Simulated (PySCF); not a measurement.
FH5Si2.
Bonds: F1–Si2, Si2–Si3. Hydrogens: H4, H5 on Si2; H6, H7, H8 on Si3.

The closed-shell ground state was solved at several levels (PySCF, density fitting, gas phase, non-relativistic). Isolated species at its PBE0-D3(BJ)/def2-SVP geometry, gas phase.

| level | basis functions | total energy (Eh) | HOMO (eV) | LUMO (eV) | gap (eV) | dipole (D) |
| --- | --- | --- | --- | --- | --- | --- |
| BLYP/pcSseg-2 | 192 | -681.9402 | -7.15 | -1.42 | 5.73 | 1.39 |
| CAM-B3LYP/pcSseg-2 | 192 | -681.9478 | -9.77 | 0.30 | 10.07 | 1.54 |
| OPBE/pcSseg-2 | 192 | -681.8125 | -7.26 | -1.43 | 5.83 | 1.35 |
| HF/pcSseg-2 | 192 | -680.3369 | -11.28 | 2.31 | 13.59 | 1.63 |
| PBE0/pcSseg-2 | 192 | -681.6089 | -8.47 | -0.72 | 7.75 | 1.50 |
| BHandHLYP/pcSseg-2 | 192 | -681.9187 | -9.57 | 0.17 | 9.74 | 1.59 |
| PBE0/cc-pVTZ | 168 | -681.5934 | -8.41 | -0.60 | 7.81 | 1.32 |
| LC-wPBE/pcSseg-2 | 192 | -681.7248 | -11.08 | 1.42 | 12.50 | 1.53 |
| CAM-B3LYP/def2-SVPD | 111 | -681.6060 | -9.77 | 0.37 | 10.14 | 1.54 |
| PBE0/def2-TZVP | 135 | -681.5971 | -8.42 | -0.69 | 7.73 | 1.37 |
| mPW1PW91/pcSseg-2 | 192 | -681.9537 | -8.50 | -0.71 | 7.79 | 1.50 |

(1) What might PBE0/6-31G (45 basis functions) give for the same quantities?

(2) Over all these levels, which gives the widest orbital gap and which the narrowest?

(3) How much does the basis alone move the frontier levels among the 4 PBE0 rows (the withheld one included)?

(4) In the pcSseg-2 basis, how does the gap go with the fixed share of exact exchange?

(5) How far do the dipole and the HOMO energy spread over the levels?

Answers

(1) Total energy -681.3959 Eh, HOMO -8.53 eV, LUMO -0.23 eV, gap 8.30 eV, dipole 2.09 D.

(2) HF/pcSseg-2 (Hartree–Fock, all exact exchange) has the widest, 13.59 eV, and BLYP/pcSseg-2 (GGA) the narrowest, 5.73 eV. The two share the basis. From the narrowest to the widest the HOMO moves by -4.13 eV and the LUMO by +3.73 eV. The HOMO need not be the same orbital at Hartree–Fock and at DFT levels.

(3) The HOMO by 0.12 eV and the LUMO by 0.49 eV. By rising basis size (HOMO, LUMO in eV): 6-31G -8.53, -0.23; def2-TZVP -8.42, -0.69; cc-pVTZ -8.41, -0.60; pcSseg-2 -8.47, -0.72.

(4) BLYP (0 %) 5.73 eV; OPBE (0 %) 5.83 eV; PBE0 (25 %) 7.75 eV; mPW1PW91 (25 %) 7.79 eV; BHandHLYP (50 %) 9.74 eV; HF (100 %) 13.59 eV. Each rise in the share widens the gap here.

(5) The dipole runs from 1.32 to 2.09 D (mean 1.53 D) and the HOMO from -11.28 to -7.15 eV.
